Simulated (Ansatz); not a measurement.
AgP15 (P-1, No. 2; cell taken from a computed entry) was calculated with PBE0 in Ansatz (plane waves, PAW).

Numerical settings: plane-wave cutoff 460 eV, 4×4×2 k mesh (along the axes of the cell as run), Fermi–Dirac smearing 0.01 eV, no spin polarisation, scalar-relativistic PAW data made under PBE.

Cell (relaxed with PBEsol):

AgP₁₅ is taken in the triclinic space group P-1 (No. 2), Pearson symbol aP32. Lattice parameters: a = 6.883 Å, b = 8.880 Å, c = 10.835 Å, α = 101.28°, β = 98.67°, γ = 105.01°. Ag on 2i sees 4 P at 2.478–2.566 Å. P1 on 2i has 3 P at 2.173–2.229 Å (trigonal pyramidal). P2 on 2i has 3 P at 2.198–2.265 Å (trigonal pyramidal). P3 on 2i is surrounded by 3 P at 2.202–2.288 Å (trigonal pyramidal). P4 on 2i sees 2 P at 2.173–2.187 Å and 1 Ag at 2.478 Å (trigonal pyramidal). P5 on 2i sees 3 P at 2.198–2.241 Å (trigonal pyramidal). P6 on 2i is surrounded by 3 P at 2.202–2.227 Å (trigonal pyramidal). P7 on 2i sees 3 P at 2.199–2.234 Å (trigonal pyramidal). 8 further independent sites are not listed. (Neighbours: up to the widest gap in distance over summed covalent radii, below 1.35, at either atom; cation-cation and far metal-metal contacts left out.)

Problem. Estimate the band gap, smallest direct gap on the k points sampled and direct gap at Γ that the calculation returns.

Solution. 
band gap: 2.13 eV (on the SCF k mesh)
smallest direct gap on the k points sampled: 2.40 eV
direct gap at Γ: 2.68 eV

Note: cell and atoms aren't relaxed at this level (largest force component 0.43 eV/Å, pressure 0.8 GPa).

Spin–orbit coupling is not included.

Computed values are for the static lattice.

Ansatz is a program for electronic structure.
